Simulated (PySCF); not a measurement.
Compound: C4H6N2.
InChI=1S/C4H6N2/c1-6-4-2-3-5-6/h2-4H,1H3

Method used: PySCF 2.14.0, PBE0-D3(BJ)/def2-TZVP geometry optimisation, gas phase.

Masses are those of the commonest isotopes; rigid-rotor values at the optimised geometry. 

Q: What are A, B and C (MHz)?

A: Ia = 55.48, Ib = 134.15, Ic = 186.42 u·Å²; 505379 MHz·u·Å²/I gives A = 9109, B = 3767, C = 2711 MHz.

Q: What kind of rotor is it?

A: An asymmetric top; Ray's κ = -0.670.

Q: What does the inertial defect say?

A: Not planar: Δ = Ic − Ia − Ib = -3.20 u·Å². For a rigid frame Δ = −2 Σ m c², so Σ m c² = 1.60 u·Å² lies off the ab plane, practically all of it from hydrogen. The atom farthest from that plane is 0.97 Å away.

Q: Give the other two planar moments, Paa and Pbb, and the rms extents of the mass along the axes.

A: Paa = Σ m a² = (Ib + Ic − Ia)/2 = 132.55 and Pbb = Σ m b² = (Ia + Ic − Ib)/2 = 53.88 u·Å². With the mass M = 82.05 u, the rms extents √(P/M) along a, b and c are 1.27, 0.81, 0.14 Å.

Q: List the rotational levels J(Ka,Kc) to J = 4 (MHz).

A: Above 0(0,0):
J = 1: 1(0,1) 6478, 1(1,1) 11820, 1(1,0) 12877
J = 2: 2(0,2) 19293, 2(1,2) 23720, 2(1,1) 26889, 2(2,1) 42915, 2(2,0) 43057
J = 3: 3(0,3) 38177, 3(1,3) 41487, 3(1,2) 47813, 3(2,2) 62350, 3(2,1) 63043, 3(3,1) 91785, 3(3,0) 91797
J = 4: 4(0,4) 62804, 4(1,4) 65036, 4(1,3) 75517, 4(2,3) 88152, 4(2,2) 90130, 4(3,2) 117948, 4(3,1) 118032, 4(4,1) 158816, 4(4,0) 158817
The levels of one J sum to (2J + 1)J(J + 1)(A + B + C)/3.

Q: Predict some low-J microwave lines.

A: The dipole components are |μa| = 1.25 D, |μb| = 1.96 D, |μc| = 0.00 D. Intensities carry the squares of the components, which stand as 0.41 : 1.00 : 0.00 (a : b : c). Some lines, for components of 0.1 D or more:

| type | branch | J(Ka,Kc) | MHz | lower level (cm⁻¹) |
| --- | --- | --- | --- | --- |
| a | Q | 1(1,0) ← 1(1,1) | 1056 | 0.394 |
| a | R | 1(0,1) ← 0(0,0) | 6478 | 0.000 |
| b | Q | 3(1,2) ← 3(0,3) | 9636 | 1.273 |
| b | Q | 4(1,3) ← 4(0,4) | 12713 | 2.095 |
| a | R | 2(1,1) ← 1(1,0) | 14013 | 0.430 |
| b | Q | 3(2,1) ← 3(1,2) | 15229 | 1.595 |
| b | Q | 3(2,2) ← 3(1,3) | 20863 | 1.384 |
| b | R | 4(0,4) ← 3(1,3) | 21316 | 1.384 |
| b | R | 5(1,4) ← 4(2,3) | 21646 | 2.940 |
| b | Q | 5(3,2) ← 5(2,3) | 26548 | 4.153 |
| a | R | 5(1,5) ← 4(1,4) | 29242 | 2.169 |
| a | R | 5(2,4) ← 4(2,3) | 32077 | 2.940 |
| a | R | 5(4,2) ← 4(4,1) | 32706 | 5.298 |
| a | R | 5(3,2) ← 4(3,1) | 33008 | 3.937 |
| a | R | 5(1,4) ← 4(1,3) | 34281 | 2.519 |
| b | R | 4(2,2) ← 3(1,3) | 48643 | 1.384 |
| b | Q | 5(5,1) ← 5(4,2) | 52541 | 6.388 |
| b | R | 4(3,2) ← 3(2,1) | 54906 | 2.103 |
| b | R | 5(3,3) ← 4(2,2) | 60583 | 3.006 |
| b | R | 5(4,2) ← 4(3,1) | 73490 | 3.937 |

No PBE0-D3(BJ)/def2-TZVP frequencies stand behind this structure, so it isn't proved a minimum. Constants of a rigid frame at the computed geometry: no zero-point averaging, no centrifugal distortion. A rigid rotor knows nothing of internal rotation, which can split or shift real lines. Quadrupole hyperfine structure (14N) is left out.
